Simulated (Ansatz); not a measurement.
# CHPSi (singlet): wave-function methods side by side at a displaced geometry (v1), cc-pVDZ

An exercise on one series of results from a longer session: the logs are not shown, and one member is left open.

Program: Ansatz 0.2.0, Gaussian basis. Level of theory: cc-pVDZ, core rule «outside noble gas», up to 11 orbitals frozen. These are calculated values, not measurements.

To be run: UHF; CCSD(T) on RHF; CCSD(T) on UHF; BCCD(T) on RHF; CISD; CCSDT(Q) on RHF; CCSDT(Q) on UHF; CASSCF and MRCISD+Q, 8 electrons in 8 orbitals; CASSCF and NEVPT2, 8 electrons in 8 orbitals.

19 further runs of the same task are left out: 10 that didn't finish, 9 set aside as unsound or not needed. Runs told in other sessions of the task aren't counted.

## The system

The geometry is a PBE0/def2-TZVP stationary point (not a proven minimum) with its atoms shifted at random (size 0.040 Å).

4 atoms, charge 0, spin multiplicity 1.

Atoms are counted from 1 here; the program's logs count them from 0.

Bond lengths: C1–Si2 1.781 Å, Si2–P3 2.123 Å, P3–H4 1.366 Å. Angles: C1–Si2–P3 169.7°, Si2–P3–H4 90.2°.

Set-up of the first run:

File in.yaml:

```yaml
crystal:
  periodic: [false, false, false]
  atoms:
    - {symbol: C, position_ang: [-0.019151, -0.100203, 2.416987]}
    - {symbol: Si, position_ang: [-0.019984, 0.082891, 0.645250]}
    - {symbol: P, position_ang: [0.027980, -0.077956, -1.470829]}
    - {symbol: H, position_ang: [-0.074797, 1.279915, -1.582198]}
basis:
  gaussian: {orbitals: cc-pVDZ}
magnetization: {spin_polarized: true, initial_magnetization: 0}
hamiltonian: {xc: hf}
output: {orbitals: {seedname: orbitals}}
```

On the command line:

```sh
ansatz run in.yaml --threads 1 --pin off --events-out ev --progress --plain --max-ram 2393MiB
```

Among the steps run: UHF; CCSD(T) on RHF; CCSD(T) on UHF; BCCD(T) on RHF; CISD; CCSDT(Q) on RHF; CCSDT(Q) on UHF; CASSCF and MRCISD+Q, 8 electrons in 8 orbitals; CASSCF and NEVPT2, 8 electrons in 8 orbitals.

One of the session's tables, all rows but one given; the rest of the session is left out.

```
   method  from RCCSDT(Q) (kJ/mol)
      RHF                  +1025.8
      UHF                   +928.4
     RMP2                   +211.6
     CISD                   +223.3
    RCCSD                    +83.2
 RCCSD(T)                    +19.2
  BCCD(T)                    +19.1
   RCCSDT                        ?
RCCSDT(Q)                        0
```

Estimate the missing values for RCCSDT.

The run gave: from RCCSDT(Q) (kJ/mol): +12.8. In the column «from RCCSDT(Q) (kJ/mol)» it lies between RCCSDT(Q) (0) and BCCD(T) (+19.1).

Not comparable, so not listed: CCSD(T) on UHF; CCSDT(Q) on UHF (they don't share determinant, frozen orbitals or solution with the rows shown, or repeat one).

To keep in mind: The determinant of HF (⟨S²⟩ 1.61) is far from a pure spin state, so its energy mixes those of several spin states; that is harmless only where they are near-degenerate. Left out of the table: CASSCF frontier, NEVPT2 frontier, MRCISD frontier, MRCISD+Q frontier (the active space lost an orbital or holds another state than full CI finds). Warnings: restricted reference is unstable; spin contamination; large T1 diagnostic. Warnings in the runs' records: passed over end.
